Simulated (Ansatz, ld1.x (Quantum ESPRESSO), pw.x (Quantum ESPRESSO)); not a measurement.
titanium: does the TM potential hold in the solid?

```
Element                 : titanium (Ti)
Generator               : ld1.x (Quantum ESPRESSO) 7.5
Type                    : norm-conserving Troullier–Martins (Kleinman–Bylander form)
Functional              : LDA (PW92)
Relativity              : scalar-relativistic
Frozen core             : [Ar]
Valence charge          : 4
Reference configuration : 3d2 4s2 4p0
Partial waves           : 4s (bound): rc 2.70 bohr; 3d (bound): rc 2.60 bohr; 4p (bound, empty): rc 3.30 bohr
Local potential         : the p channel
Core correction         : Bessel-smoothed model core inside 2.40 bohr
```

Crystal test: bcc Ti in pw.x 7.5, no spin, 15³ k-points, Fermi–Dirac smearing 0.01 Ry, cutoffs 50/200 Ry. The reference is all-electron LAPW (Ansatz 0.2.0) with the same functional, mesh and smearing; V0 and B0 come from Birch–Murnaghan fits to the pressures at five volumes. Errors are pseudo minus all-electron; Δ is the rms difference of the E(V) curves that follow from these fits, minima aligned, over ±6 % about the mean V0. Mesh and smearing are coarse, so the numbers serve the comparison and aren't converged zero-temperature values; the lattice is a test structure that the element need not adopt.

```json
{"V (Å³/atom)": "15.124", "P all-electron (GPa)": "6.96", "P pseudo (GPa)": "28.95"}
{"V (Å³/atom)": "15.522", "P all-electron (GPa)": "3.47", "P pseudo (GPa)": "23.61"}
{"V (Å³/atom)": "15.920", "P all-electron (GPa)": "0.34", "P pseudo (GPa)": "18.80"}
{"V (Å³/atom)": "16.318", "P all-electron (GPa)": "-2.48", "P pseudo (GPa)": "14.47"}
{"V (Å³/atom)": "16.716", "P all-electron (GPa)": "-5.00", "P pseudo (GPa)": "10.57"}
```

All-electron: a0 = 3.173 Å (V0 = 15.97 Å³/atom), B0 = 117.6 GPa.

Pseudopotential: mean pressure error (GPa): +18.62. The pressure does not cross zero within the volumes sampled, so no fit is given. The largest radius (3.30 bohr) exceeds half the bond length (2.59 bohr), so the spheres overlap, which is one possible source of error among others. This is a poor potential for the solid. The logarithmic derivative shows an extra or strongly shifted pseudo pole above the reference energy (s near 1.01 Ry).

**Question.** At the middle volume, how do free energy and pressure move when the wave cutoff is lowered (ecutrho kept at four times it)?

**Answer.**

```json
{"cutoff (Ry)": "22", "shift of F (meV/atom)": "+3668.7", "shift of P (GPa)": "-110.76"}
{"cutoff (Ry)": "30", "shift of F (meV/atom)": "+384.3", "shift of P (GPa)": "-23.08"}
{"cutoff (Ry)": "40", "shift of F (meV/atom)": "+9.6", "shift of P (GPa)": "-1.20"}
```

The run at the middle volume (120 k-points, 6 iterations) took about 7 s on one core of a shared host (Intel(R) Xeon(R) Platinum 8375C CPU @ 2.90GHz, 128 threads, 992 GiB, load 96).
